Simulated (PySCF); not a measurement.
What builds the first ionisation energy along group 13

Calculated with PySCF 2.14 from differences of total energies of unrestricted determinants, without spin-orbit coupling. Each column adds one step, in eV (sums use unrounded values): valence MP2, valence CCSD, valence triples, then the next inner shell at CCSD(T) (B 1s, Al 2s 2p, Ga 3s 3p 3d, In 4s 4p 4d, Tl 5s 5p 5d). References (NIST) marked * lie between the lowest fine-structure levels; the others compare directly ((s) semi-empirical, (t) theoretical).

| element | UHF | + MP2 | + CCSD | + (T) | + inner shell | sum | reference |
| --- | --- | --- | --- | --- | --- | --- | --- |
| B [He] 2s2 2p1 → [He] 2s2 (def2-TZVPPD, non-relativistic) | 8.042 | 0.220 | -0.088 | 0.036 | 0.015 | 8.226 | 8.297 |
| Al [Ne] 3s2 3p1 → [Ne] 3s2 (def2-TZVPPD, non-relativistic) | 5.595 | 0.216 | 0.092 | 0.031 | -0.021 | 5.914 | 5.977 |
| Ga [Ar] 3d10 4s2 4p1 → [Ar] 3d10 4s2 (def2-TZVPPD, non-relativistic) | 5.548 | 0.201 | 0.060 | 0.024 | 0.062 | 5.895 | 5.931 |
| In [Kr] 4d10 5s2 5p1 → [Kr] 4d10 5s2 (def2-TZVPPD with the def2 core potential (28 electrons), ECP) | 5.216 | 0.177 | 0.056 | 0.020 | 0.042 | 5.511 | 5.603 |
| Tl [Xe] 4f14 5d10 6s2 6p1 → [Xe] 4f14 5d10 6s2 (def2-TZVPPD with the def2 core potential (60 electrons), ECP) | 5.010 | 0.165 | 0.045 | 0.013 | 0.057 | 5.292 | 5.464 |

What remains against the references is mostly basis incompleteness.

These are valence bases, so the inner-shell step is incomplete.
